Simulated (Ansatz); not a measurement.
## Bulk modulus of some elemental metals

Method: PBEsol-D3(BJ) in Ansatz (plane waves, PAW). References are measured values corrected to a static lattice. The table is a random draw of 10 from 24 solids with such references.

Values in GPa.

| solid | reference | PBEsol-D3(BJ) | error (%) |
|---|---|---|---|
| hcp Mg | 38.6¶ | 41.5 | +7.5 |
| fcc Al | 80.8 (77.1–82.0) | 90.5 | +12.0 |
| bcc Nb | 173 | 195 | +12.7 |
| fcc Ag | 110 (104–111) | 141 | +28 |
| fcc Rh | 271 (271–289) | 319 | +17.7 |
| fcc Au | 182 | 199 | +9.3 |
| bcc Ba | 9.34 (9.34–10.6) | 9.71 | +4.0 |
| bcc K | 3.75 | 4.18 | +11.5 |
| hcp Ti | 108 | 129 | +19.4 |
| hcp Ru | 318 (318–336) | 367 | +15.4 |

Over these 10 solids the mean error is +13.8 %, the mean absolute error 13.8 % (median 12.4 %), and the worst case fcc Ag at +28 %; the value is above the reference in 10 of 10 cases. Over all 24, from unrounded values, the mean error is +16.7 % and the mean absolute error 16.7 % (median 13.4 %).

All these references are brought to a static lattice.

Spin–orbit coupling is left out, also for the solids with elements from indium on (fcc Au, bcc Ba); its size isn't shown.

¶ marks references of a special kind: hcp Mg, 38.6 GPa (measured, copied from a table, unchecked, extrapolated to 0 K and zero-point effects removed; as tabulated in Lejaeghere et al. (2013), arXiv:1204.2733).

In Ansatz's fits of the non-cubic solids, shape and atoms are relaxed at each volume.

Brackets give the range of the sources taken for a reference, where it is wide; it can hold other temperatures.

Differences are worked out from the printed values.

Each level is taken at its own relaxed cell. Ansatz's density-functional and Hartree–Fock values are scalar-relativistic unless marked +SOC, with PAW data made under PBE.

Ansatz's runs of these crystals have no spin polarisation.

Not in this set, of the elemental metals with a reference value in our tables and a result at some level: 11 for no value at PBEsol-D3(BJ) (not run, a failed fit, an unstable or unbound cell, or a value held back for tests); 6 for sources at odds; 3 for a reference at room or unstated temperature. These can be a level's best or worst cases. Solids without a released value at any level aren't counted. Layered and molecular crystals are counted apart. The metals Ce to Yb are counted apart.

References as tabulated in Levämäki et al. (2014), arXiv:1402.3671; Mejia-Rodriguez and Trickey (2018), arXiv:1807.09216; doi:10.1021/acs.jctc.3c00612; Lejaeghere et al. (2013), arXiv:1204.2733.

Ansatz is an electronic-structure program.
